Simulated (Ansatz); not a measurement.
# Worked example: correlation energy of Ge–CH2⁺, quartet

Geometry: that of the Ge–CH2, triplet, kept fixed. The doublet lies 2.5 eV lower here.

```xyz
4

Ge    0.0000    0.0000    0.3308
C     0.0000    0.0000   -1.6265
H     0.0000    0.9089   -2.2295
H     0.0000   -0.9089   -2.2295
```

Basis cc-pVDZ; Ansatz 0.2.0. Only valence electrons are correlated (noble-gas cores and the filled d shells of p-block atoms frozen), which leaves 9 electrons in 36 orbitals. Prefix R: restricted or restricted open-shell reference. No spin–orbit coupling is included, and no scalar relativity.

Full CI isn't at hand for all of this; RCCSDTQ serves as the reference, and is uncertain by about the last step of the cluster series.

Runs differ by some tens of microhartree through their thresholds and, for an open shell, their frozen cores, so steps under 0.03 kcal/mol mean nothing.

```json
{"level": "RHF", "total energy (hartree)": "-2113.963166"}
{"level": "RMP2", "total energy (hartree)": "-2114.120039"}
{"level": "RCCSD", "total energy (hartree)": "-2114.147989"}
{"level": "RCCSD(T)", "total energy (hartree)": "-2114.153636"}
{"level": "RCCSDT", "total energy (hartree)": "-2114.154637"}
{"level": "RCCSDT(Q)", "total energy (hartree)": "-2114.155005"}
{"level": "RCCSDTQ", "total energy (hartree)": "-2114.155017"}
```

What is the correlation energy at RCCSDTQ, and what share of it do RMP2 and RCCSD(T) recover?

E(corr) = -2114.155017 − (-2113.963166) = -0.191851 hartree = -5.221 eV. RMP2: -0.156873 / -0.191851 = 81.77 %. RCCSD(T): -0.190470 / -0.191851 = 99.28 %.

By how many kcal/mol does RCCSD(T) miss RCCSDTQ (1 hartree = 627.509 kcal/mol), and which steps make up the rest?

-2114.153636 − (-2114.155017) = 0.001381 hartree = 0.87 kcal/mol. Steps: RCCSDT − RCCSD(T) = -0.63, RCCSDT(Q) − RCCSDT = -0.23, RCCSDTQ − RCCSDT(Q) = -0.01 kcal/mol. Differences between like states or geometries often cancel part of this.
